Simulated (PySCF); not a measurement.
**How the method changes the constants of N₂⁺**

State: ²Σg⁺ (doublet), unpaired electrons σ ↑. Set-up: PySCF, no relativity, basis sets N pcseg-2. De refers to N⁺ + N in their high-spin ground configurations, without counterpoise correction. The functionals are run spin-unrestricted.

| Level | Re (Å) | ωe (cm⁻¹) | De (eV) |
| --- | --- | --- | --- |
| UHF | 1.083 | 2536 | 3.26 |
| UHF-MP2 | 1.132 | 2095 | 9.26 |
| UHF-SCS-MP2 | 1.129 | 2119 | 9.03 |
| UHF-CCSD | 1.114 | 2267 | 7.89 |
| UHF-CCSD(T) | 1.122 | 2191 | 8.43 |
| LDA | 1.107 | 2317 | 10.97 |
| PBE | 1.114 | 2263 | 9.91 |
| PW91 | 1.113 | 2264 | 9.87 |
| r²SCAN | 1.106 | 2324 | 8.78 |
| M06-L | 1.107 | 2334 | 9.10 |
| PBE0 | 1.102 | 2368 | 8.72 |
| HSE06 | 1.102 | 2369 | 8.70 |

Which functional lies closest to UHF-CCSD(T) in De, which farthest, and by how much do they differ from it?

Closest is HSE06 (-2.0 pm in Re, +8.1 % in ωe, +0.27 eV in De against UHF-CCSD(T) in the same basis), farthest LDA (-1.5 pm in Re, +5.8 % in ωe, +2.54 eV in De). CCSD(T) converges more slowly with the basis than the functionals do and binds too weakly in this one, so the order can change at the basis-set limit.

What does a quarter of exact exchange do here, going from PBE to PBE0?

PBE0 less PBE: -1.2 pm in Re, +4.6 % in ωe, -1.19 eV in De. Exact exchange removes part of the self-interaction that spreads semilocal densities, and in most molecules shortens and stiffens the bond and lowers De; so it does here.

What does the step from GGA to meta-GGA do here, going from PBE to r²SCAN?

r²SCAN less PBE: -0.8 pm in Re, +2.7 % in ωe, -1.13 eV in De. 

Correlated steps freeze 2 core orbitals. The state was picked by a PBE0 search and need not be the measured ground state.
